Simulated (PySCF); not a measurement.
## How well do the runs reproduce experiment for SO2?

**The experiment to reproduce.**

NIST CCCBDB Release 22 (SRD 101), experimental polarizabilities lists, for the gas: mean polarisability 3.882 Å³.

From Besley, J. Chem. Theory Comput. 2021, 17, 3644 (DFT calculations of core-electron binding energies at the K-edge of heavier elements), for the gas: S 1s binding energy of S2 2483.9 eV.

Zheng, Zhang, Jin, Southworth, Cheng, Phys. Chem. Chem. Phys. 2022, 24, 13587 lists, for the gas: S 1s binding energy of S2 2483.7 eV.

How close the calculation comes is told at the end.

Species: SO₂.
Numbering: `[O:1]=[S:2]=[O:3]`

Structure used (GFN2-xTB), in Å, numbered top down from 1:
```xyz
3
SO2 angstrom
O     -1.204    0.301   -0.003
S     -0.017   -0.504   -0.010
O      1.232    0.201    0.001
```

The PySCF runs (gas phase, on this GFN2-xTB geometry; non-relativistic but for the core-level run):

```
                                                                          level                                                                job  basis functions  wall time
                                                                B3LYP/def2-SVPD  8 singlets by full TDDFT, 3 Tamm–Dancoff triplets, polarisability               73      2.1 s
delta-SCF UKS SCAN, pcX-2 on the ionised atom, pcseg-1 elsewhere, spin-free X2C                                      ΔSCF core ionisation, 3 holes               88      3.1 s
```

Hardware: an x86-64 server with one thread, on a shared host.

## Comparison

**Mean polarisability.** Measured: 3.882 Å³ (NIST CCCBDB Release 22 (SRD 101), experimental polarizabilities).

```
          level  computed (Å³)  computed − measured (Å³)  % (from the printed values)
B3LYP/def2-SVPD          3.736                    -0.146                           -4
```

The computed values are static and purely electronic, with core orbitals frozen in the response (1 au = 0.148185 Å³). The table of measured values doesn't say here whether a value is static or optical, or holds a vibrational part.

**Core binding energies.** Delta-SCF UKS SCAN, pcX-2 on the ionised atom, pcseg-1 elsewhere, spin-free X2C in PySCF 2.14.0.

```csv
level and atom,computed (eV),measured (eV),computed − measured (eV)
"S 1s, S2",2483.35,2483.9 and 2483.7,-0.55
```

Sources, in the order of the opening: Besley, J. Chem. Theory Comput. 2021, 17, 3644 (DFT calculations of core-electron binding energies at the K-edge of heavier elements); Zheng, Zhang, Jin, Southworth, Cheng, Phys. Chem. Chem. Phys. 2022, 24, 13587. The computed values are vertical, without vibrational structure; measured positions hang on the energy calibration. 

No measured geometry was used, and the causes of the misses weren't examined.
